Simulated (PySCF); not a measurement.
These are B3LYP-D3(BJ)/def2-TZVP // PBE0-D4/def2-TZVP (PySCF) values and carry that method's errors. Isolated molecules, 0 K electronic values unless said otherwise. One relaxed conformer stands for a flexible species; it need not be the lowest. B3LYP has the VWN-RPA correlation part, as in Gaussian. 

Reference species (SMILES): `C[CH2]` (neutral, multiplicity 2).

- highest occupied spin orbital = -5.61 eV

Changed species: `[CH2]B` (radical fragment; the reference has radical fragment).

### Question
What does the change do to the highest occupied spin orbital?

### Answer
the highest occupied spin orbital drops by 1.99 eV, to -7.60 eV.
